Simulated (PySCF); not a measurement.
Compound: C₂H₅B.
InChI=1S/C2H5B/c1-2-3/h2H,1,3H2

All values: CAM-B3LYP/def2-SVPD (PySCF, non-relativistic), on one gas-phase PBE0-D3(BJ)/def2-SVP geometry that isn't relaxed in the solvent. The solvent is an IEF-PCM continuum (Bondi radii, 1.10 Å for H, scaled by 1.2), and excitations are vertical TDDFT with non-equilibrium linear response and a frozen core. Specific hydrogen bonds and non-electrostatic terms are outside this model.

Gas-phase singlets (H = HOMO, L = LUMO):

```
state  E (eV)  λ (nm)      f  leading configuration
   S1   5.400     230  0.000              H-1→L 95%
   S2   5.489     226  0.002              H-2→L 95%
   S3   6.011     206  0.304                H→L 97%
   S4   7.545     164  0.003              H-3→L 90%
   S5   8.162     152  0.078              H→L+1 76%
```

Q: What are the lowest 5 singlets in dichloromethane (ε = 8.93)?

A: 
```
state  E (eV)  λ (nm)      f  leading configuration  change by rank (eV)
   S1   5.408     229  0.001              H-1→L 87%               +0.008
   S2   5.498     226  0.001              H-2→L 86%               +0.009
   S3   5.800     214  0.363                H→L 98%               -0.211
   S4   7.471     166  0.004              H-3→L 90%               -0.074
   S5   8.173     152  0.111              H→L+1 72%               +0.011
```

Q: How does the list change in acetone (ε = 20.49)?

A: 
```csv
state,E (eV),λ (nm),f,leading configuration,change by rank (eV)
S1,5.406,229,0.001,H-1→L 88%,+0.006
S2,5.507,225,0.001,H-2→L 87%,+0.018
S3,5.816,213,0.356,H→L 98%,-0.195
S4,7.466,166,0.004,H-3→L 90%,-0.079
S5,8.182,152,0.110,H→L+1 72%,+0.020
```

Q: How do the frontier levels move from gas to acetone?

A: 
```
orbital  gas (eV)  solvent (eV)  change (eV)
 LUMO+2      2.03          2.19        +0.16
 LUMO+1      1.40          1.44        +0.04
   LUMO     -0.98         -0.92        +0.06
   HOMO     -9.80         -9.69        +0.11
 HOMO-1    -10.63        -10.62        +0.01
 HOMO-2    -10.80        -10.73        +0.07
 HOMO-3    -12.82        -12.70        +0.12
```

The HOMO–LUMO gap goes from 8.81 to 8.77 eV. Rows go by rank; for HOMO-2, HOMO-1 and LUMO+1 the atom shares or the degeneracy differ between the runs, so the row needn't follow one orbital.
